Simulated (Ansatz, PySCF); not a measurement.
This Ansatz (an electronic-structure program) input computes a CCSD(T)/cc-pVDZ energy:

Ansatz 0.2 input:
```yaml
crystal:
  periodic: [false, false, false]
  atoms:
    - {symbol: O, position_ang: [0.05868076, 0.71529811, -0.05163121]}
    - {symbol: O, position_ang: [0.04226471, -0.60960507, -0.00105923]}
    - {symbol: H, position_ang: [-0.80756382, -0.84554439, 0.42152350]}
basis:
  gaussian:
    orbitals: cc-pVDZ
magnetization: {spin_polarized: true, initial_magnetization: 1}
correlation: {method: ccsd_t, electrons: outside_noble_gas}
```

Q: Write an input for the same energy in PySCF and say what it gives.

A: 
```python
from pyscf import gto, scf, mp, cc as ccmod

mol = gto.M(
    atom='''
    O     0.05868076    0.71529811   -0.05163121
    O     0.04226471   -0.60960507   -0.00105923
    H    -0.80756382   -0.84554439    0.42152350
    ''',
    basis='cc-pvdz',
    charge=0,
    spin=1,
    verbose=4,
)

mf = scf.UHF(mol)
mf.conv_tol = 1e-10
mf.max_cycle = 100
mf.kernel()
mo, _, stable, _ = mf.stability(return_status=True)
if not stable:
    mf.kernel(mf.make_rdm1(mo, mf.mo_occ))
mp2 = mp.MP2(mf, frozen=2).run()
cc = ccmod.CCSD(mf, frozen=2)
cc.max_cycle = 100
cc.kernel()
et = cc.ccsd_t()
print(f'E(CCSD(T)) = {cc.e_tot + et:.9f}')
```
It gives -150.55849 Eh, and Ansatz -150.55849 Eh, a difference of 0.00 mEh.

It need not be the lowest isomer of its formula.
